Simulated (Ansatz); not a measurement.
Two shapes of triplet C2H4.

Shape 1:

```xyz
6

C     0.0261    0.0086   -0.6816
C     0.0386   -0.0100    0.7535
H    -0.0206   -0.9539   -1.2624
H    -0.0159    0.9232   -1.2561
H    -0.9154   -0.0433    1.2846
H     0.9649   -0.0379    1.2993
```

Shape 2:

```xyz
6

C     0.0000    0.0000   -0.6655
C     0.0000    0.0000    0.6655
H     0.0000   -0.8579   -1.1984
H     0.0000    0.8579   -1.1984
H    -0.8579    0.0000    1.1984
H     0.8579    0.0000    1.1984
```

Basis set: cc-pVDZ (spherical functions). Correlated methods keep 2 orbitals frozen. Charge 0, multiplicity 3.

Computed with Ansatz (development build ahead of 0.2.0); each method stands on the lowest determinant of its kind that the runs found.

Q: Which shape is lower in energy, and by how much in each method?

A:

```json
{"method": "UHF", "E(2) − E(1) (eV)": "0.889"}
{"method": "UHF-MP2", "E(2) − E(1) (eV)": "0.993"}
```

Shape 1 is lower. Caution: another spin multiplicity may lie lower.
